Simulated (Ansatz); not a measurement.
# B₂H₄S: one species, many methods

Aim: compute B₂H₄S with functionals from several rungs and with coupled cluster, and see how far each lands from CCSD(T) at the basis-set limit for the atomisation energy.

Method: functionals in def2-TZVPP, the program's frozen cores in correlated methods; program: Ansatz 0.2.0, Gaussian basis.

Plan: LDA (SPW92), PBE-D4, revPBE-D4, BLYP-D4, r2SCAN-D4, B97M-V, PBE0-D4, B3LYP-D4, r2SCANh-D4, r2SCAN0-D4, HSE06-D4, BHLYP-D4, CAM-B3LYP-D4, LC-ωPBE, ωB97X-V, ωB97M-V, B2PLYP, PBE-QIDH; CCSD(T)/def2-SVP; CCSD(T)/def2-TZVPP; MP2/def2-QZVPP; extrapolation to the limit; RPA on PBE.

**1. Structure used throughout**

All runs share one geometry, relaxed beforehand with PBE0-D4 in a triple-zeta def2 set.

SMILES `BSB`, 7 atoms, charge 0, spin multiplicity 1.

Atoms are counted from 1 here; the program's logs count them from 0.

Bond lengths: B1–S2 1.796 Å, B1–H4 1.190 Å, B1–H5 1.192 Å, S2–B3 1.796 Å, B3–H6 1.192 Å, B3–H7 1.190 Å. Angles: S2–B1–H4 120.1°, S2–B1–H5 117.1°, H4–B1–H5 122.8°, B1–S2–B3 103.4°, S2–B3–H6 117.1°, S2–B3–H7 120.1°, H6–B3–H7 122.8°.

**2. LDA**

This LDA is Slater exchange with PW92 correlation.

File in.yaml:

```yaml
crystal:
  periodic: [false, false, false]
  atoms:
    - {symbol: B, position_ang: [-1.299189, -0.115704, -0.521957]}
    - {symbol: S, position_ang: [-0.432352, 0.489439, 0.930306]}
    - {symbol: B, position_ang: [1.289217, 0.127388, 0.567273]}
    - {symbol: H, position_ang: [-0.691558, -0.611867, -1.417236]}
    - {symbol: H, position_ang: [-2.484863, 0.005335, -0.536059]}
    - {symbol: H, position_ang: [2.094230, 0.437507, 1.389741]}
    - {symbol: H, position_ang: [1.585814, -0.400098, -0.457767]}
basis:
  gaussian: {orbitals: def2-TZVPP}
hamiltonian: {xc: lda}
output: {orbitals: {seedname: orbitals}}
```

On the command line:

```sh
> ansatz run in.yaml --threads 2 --pin off --events-out ev --progress --plain --max-ram 4352MiB
```

After this run come: PBE-D4 (GGA); revPBE-D4 (GGA); BLYP-D4 (GGA); r2SCAN-D4 (meta-GGA); B97M-V (meta-GGA); PBE0-D4 (hybrid); B3LYP-D4 (hybrid); r2SCANh-D4 (hybrid); r2SCAN0-D4 (hybrid); HSE06-D4 (hybrid); BHLYP-D4 (hybrid); CAM-B3LYP-D4 (range-separated); LC-ωPBE (range-separated); ωB97X-V (range-separated); ωB97M-V (range-separated); B2PLYP (double hybrid); PBE-QIDH (double hybrid); CCSD(T) in def2-SVP; CCSD(T) in def2-TZVPP; MP2 in def2-QZVPP; RPA on PBE orbitals.

Before running them: what should the planned runs give, taken together? Wanted: atomisation energy, CCSD(T)/CBS; farthest beyond LDA; mean size of error, GGA; mean size of error, meta-GGA; mean size of error, hybrid; mean size of error, range-separated; mean size of error, double hybrid; gap, smallest and largest; T1 diagnostic.

As calculated:

```
                               quantity                                          value
        atomisation energy, CCSD(T)/CBS                                  2339.9 kJ/mol
 functionals within 11.7 kJ/mol (0.5 %)  revPBE-D4, BLYP-D4, BHLYP-D4, LC-ωPBE, B2PLYP
                    farthest beyond LDA                          B97M-V (+47.0 kJ/mol)
                mean size of error, GGA                                    17.9 kJ/mol
           mean size of error, meta-GGA                                    44.7 kJ/mol
             mean size of error, hybrid                                    24.3 kJ/mol
    mean size of error, range-separated                                    23.1 kJ/mol
      mean size of error, double hybrid                                     9.1 kJ/mol
              gap, smallest and largest      3.93 eV (LDA (SPW92)), 11.38 eV (LC-ωPBE)
                          T1 diagnostic                                         0.0139
triples share of the correlation energy                                          4.1 %
```

What this shows: LDA overbinds by 294.7 kJ/mol (13 %). PBE-D4 misses by +44.1 kJ/mol. Double hybrids carry the basis error of their MP2 part in triple zeta, and no dispersion term here, so their miss is partly the set-up's. Taken by rung, double hybrid functionals do best (9.1 kJ/mol on average) and meta-GGA ones worst beyond LDA (44.7 kJ/mol). The reference freezes the cores and leaves out relativity and excitations past (T), so misses under about 11.7 kJ/mol can't be ranked. Hartree-Fock recovers 80 % of the binding; the rest is correlation. CCSD(T) in def2-SVP is off by -97.7 kJ/mol, worse than the median functional, from the basis alone. Orbital gaps span 3.9 to 11.4 eV; exact exchange widens them.
